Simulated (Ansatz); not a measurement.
Results of r²SCAN (PAW; Ansatz, a quantum-chemistry and plane-wave program) for fcc Pd.

Settings: plane-wave cutoff 500 eV, 32×32×32 k mesh, Fermi–Dirac smearing 0.1 eV, scalar-relativistic PAW data made under PBE.

Computed at the level's own relaxed cell.

**Question.** Give the computed volume per atom and lattice parameter a.

**Answer.** 
- volume per atom: 14.95 Å³/atom
- lattice parameter a: 3.910 Å

Measured, for comparison: equilibrium volume per atom 14.56 Å³/atom, lattice constant a 3.876 Å (static lattice: zero-point anharmonic expansion removed; as tabulated in Mejia-Rodriguez and Trickey (2018), arXiv:1807.09216). Computed (rounded) less measured: equilibrium volume per atom +2.7 %, lattice constant a +0.9 %.

The computed numbers hold no vibrational or temperature effects.

Cost on a shared machine: roughly 120 core-seconds.
